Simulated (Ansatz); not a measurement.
The cluster Na3⁻. Charge -1, multiplicity 1. Geometry PBE0/def2-TZVPD.

```xyz
3

Na    0.0002   -0.0005   -0.0013
Na    2.7953   -1.7403    0.9768
Na   -2.7954    1.7409   -0.9755
```

At PBE/def2-SVPD, r2SCAN/def2-TZVPD the highest occupied level of the charge -1 singlet lies above zero (up to 0.30 eV). By energy differences its removal costs 1.17 eV (vertical, to the charge 0 doublet, at CCSD(T)/def2-TZVPPD). At r2SCAN/def2-TZVPD the restricted singlet is unstable: a solution with broken spin symmetry lies lower. The structure comes from a short search, and lower isomers may exist.

**Question.** Estimate the orbital energies around the gap (eV) in Ansatz with PBE/def2-SVPD, r2SCAN/def2-TZVPD, PBE0/def2-SVPD, CAM-B3LYP/def2-TZVPD, ωB97X-V/def2-TZVPD.

**Answer.** 
| orbital | PBE/def2-SVPD | r2SCAN/def2-TZVPD | PBE0/def2-SVPD | CAM-B3LYP/def2-TZVPD | ωB97X-V/def2-TZVPD |
| --- | --- | --- | --- | --- | --- |
| HOMO−5 | -24.58 | -25.85 | -28.09 | -29.41 | -30.39 |
| HOMO−4 | -24.58 | -25.85 | -28.09 | -29.41 | -30.39 |
| HOMO−3 | -24.58 | -25.84 | -28.09 | -29.41 | -30.39 |
| HOMO−2 | -24.58 | -25.84 | -28.09 | -29.41 | -30.39 |
| HOMO−1 | -0.27 | -0.38 | -0.81 | -1.59 | -2.27 |
| HOMO | 0.30 | 0.22 | -0.10 | -0.71 | -1.27 |
| LUMO | 1.13 | 1.14 | 1.46 | 1.91 | 2.32 |
| LUMO+1 | 1.54 | 1.53 | 1.86 | 2.08 | 2.45 |
| LUMO+2 | 1.54 | 1.53 | 1.86 | 2.12 | 2.48 |
| LUMO+3 | 1.79 | 1.79 | 2.11 | 2.12 | 2.48 |
| LUMO+4 | 1.92 | 1.92 | 2.24 | 2.31 | 2.68 |
| LUMO+5 | 1.92 | 1.92 | 2.24 | 2.31 | 2.68 |
